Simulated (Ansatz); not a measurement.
# CCl4 (carbon tetrachloride) at CCSD/def2-SVP

What is the vertical singlet–triplet gap of CCl4 (carbon tetrachloride) at CCSD/def2-SVP? 

The calculation is run with Ansatz 0.2.0.

29 further runs of the same task are left out: 4 that didn't finish, 25 set aside as unsound or not needed. Runs told in other sessions of the task aren't counted.

## Step 1: The molecule

The species is CCl4 (5 atoms), meant as a singlet with charge 0. SMILES: `ClC(Cl)(Cl)Cl`. Geometry: relaxed at PBE0-D4/def2-TZVP.

Bond lengths: Cl1–C2 1.763 Å, C2–Cl3 1.763 Å, C2–Cl4 1.763 Å, C2–Cl5 1.763 Å. Angles: Cl1–C2–Cl3 109.5°, Cl1–C2–Cl4 109.5°, Cl1–C2–Cl5 109.5°, Cl3–C2–Cl4 109.5°, Cl3–C2–Cl5 109.5°, Cl4–C2–Cl5 109.5°.

## Step 2: A single-point energy at CCSD/def2-SVP

job.yaml reads:

```yaml
basis:
  gaussian:
    orbitals: def2-SVP
crystal:
  periodic: [false, false, false]
  atoms:
    - {symbol: Cl, position_ang: [-0.668000, 0.146960, 1.624600]}
    - {symbol: C, position_ang: [-0.000030, 0.000120, -0.000100]}
    - {symbol: Cl, position_ang: [1.442040, -1.012680, 0.047270]}
    - {symbol: Cl, position_ang: [-1.198720, -0.733970, -1.063930]}
    - {symbol: Cl, position_ang: [0.424690, 1.599560, -0.607850]}
correlation:
  method: ccsd
  frozen_orbitals: {C: 1, Cl: 5}
accuracy: high
scf:
  omitted_lower_state_checks: [cluster_reference, increment]
```

The run is started by

```
$ ansatz run job.yaml --threads 1 --pin off --max-ram 3480MiB --events-out events.jsonl --progress --plain --runs-dir runs
```

Output, cut to the lines that bear on the results:

```text
Warning: RAYON_NUM_THREADS=1 ignored (pool sized by the plan → 1); use --threads N
Functional definition: HF
  name "HF"
[...]
1757 factors; integrals over basis functions are off by at most 3.9e-9 eV
[...]
mean field -51026.79303780 eV, -1875.2000569365 hartree, gradient 1.8e-8 eV, S^2 0.000000; 0 other end points of the search recorded, 0 dependent functions left out
21 core orbitals not correlated: weight in the atoms' cores, before any rotation towards them, 1.000 or more for the frozen orbitals, at most 0.000 for the correlated occupied ones
reference -51026.79303780 eV, -1875.2000569365 hartree; 16, 16 occupied and 49, 49 virtual orbitals, 1757 factors
second order -18.55714774 eV of doubles, -0.00000000 eV of singles
cycle   1  -19.17049489 eV  change   -6.1e-1 eV  update   9.5e-2
[...]
cycle  18  -19.69481538 eV  change   -1.2e-9 eV  update   2.9e-9
Total energy: -51046.48785318 eV, -1875.9238280522 hartree
Checks for a lower state left out: cluster_reference, increment
```

Wall time 6.3 s (1 thread of Intel Xeon 6975P-C (Granite Rapids), shared host); peak memory 0.38 GiB.

## Step 3: The triplet

molecule.yaml reads:

```yaml
crystal:
  periodic: [false, false, false]
  atoms:
    - {symbol: Cl, position_ang: [-0.668000, 0.146960, 1.624600]}
    - {symbol: C, position_ang: [-0.000030, 0.000120, -0.000100]}
    - {symbol: Cl, position_ang: [1.442040, -1.012680, 0.047270]}
    - {symbol: Cl, position_ang: [-1.198720, -0.733970, -1.063930]}
    - {symbol: Cl, position_ang: [0.424690, 1.599560, -0.607850]}
basis:
  gaussian:
    orbitals: def2-SVP
magnetization:
  spin_polarized: true
  initial_magnetization: 2
correlation:
  method: ccsd
  frozen_orbitals: {C: 1, Cl: 5}
accuracy: high
scf:
  omitted_lower_state_checks: [cluster_reference, increment]
```

The run is started by

```
$ ansatz run molecule.yaml --threads 1 --pin off --max-ram 3480MiB --events-out events.jsonl --progress --plain --runs-dir runs
```

Output:

```text
Warning: RAYON_NUM_THREADS=1 ignored (pool sized by the plan → 1); use --threads N
[... 18 lines left out ...]
21 core orbitals not correlated: weight in the atoms' cores, before any rotation towards them, 1.000 or more for the frozen orbitals, at most 0.000 for the correlated occupied ones
[... 49 lines left out ...]
Total energy: -51039.56444014 eV, -1875.6693973159 hartree
Checks for a lower state left out: cluster_reference, increment
```

Run time: 62 s. Hardware: 1 thread of Intel Xeon 6975P-C (Granite Rapids), shared host; peak memory 0.68 GiB.

## Step 4: Outcome

Level: CCSD/def2-SVP, 21 core orbitals frozen.

```
                                             quantity           value
                                singlet: total energy  -1875.92383 Eh
singlet: correlation energy (21 core orbitals frozen)      -723.8 mEh
                               singlet: T1 diagnostic           0.009
                                triplet: total energy  -1875.66940 Eh
triplet: correlation energy (21 core orbitals frozen)      -707.2 mEh
           triplet: ⟨S²⟩ of the reference determinant           2.015
                               triplet: T1 diagnostic           0.023
     vertical energy of the triplet above the singlet        6.923 eV
```

In words: At this shape the triplet lies 6.92 eV (668 kJ/mol) above the singlet.
